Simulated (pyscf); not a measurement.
`[Cl][TaH]([Cl])([Cl])[Cl]` + `[FH]` → `[F][Ta]([Cl])([Cl])([Cl])[Cl]` + `[H][H]` (four-centre exchange; singlet surface; H–Ta, F–H broken, F–Ta, H–H formed). Structures and frequencies: ωB97X-D3(BJ)/def2-SVP in PySCF. Energies in kcal/mol from the separated reactants.

```
level                   barrier  reaction energy
----------------------  -------  ---------------
ωB97X-D3(BJ)/def2-TZVP      0.9            -33.6
PBE/def2-TZVP              -2.3            -34.0
B3LYP-D3(BJ)/def2-TZVP      [?]              [?]
PBE0-D3(BJ)/def2-TZVP       0.4            -31.1
M06-2X/def2-TZVP            [?]            -31.8
ωB97M-D3(BJ)/def2-TZVP      2.7            -32.0
```

Task: Fill in the missing entries.

Result: 
- B3LYP-D3(BJ)/def2-TZVP, barrier: 1.2
- B3LYP-D3(BJ)/def2-TZVP, reaction energy: -33.7
- M06-2X/def2-TZVP, barrier: 4.1

On the reactant side the descent ends in an adduct with a F–Ta contact, 5.9 kcal/mol under the separated species and 6.8 kcal/mol under the saddle at ωB97X-D3(BJ)/def2-TZVP. At PBE the saddle lies under the separated reactants, which points to a path from their complex (located at ωB97X-D3(BJ) alone). What is counted as formed (F–Ta) is already present as a longer contact in the reactant adduct; forming that adduct is a step of its own. At the saddle there is also a short H–Ta contact that neither side keeps. This is the saddle that the search found; another between the same sides may lie lower. Elements past Kr carry the def2 core potentials, without spin-orbit coupling.
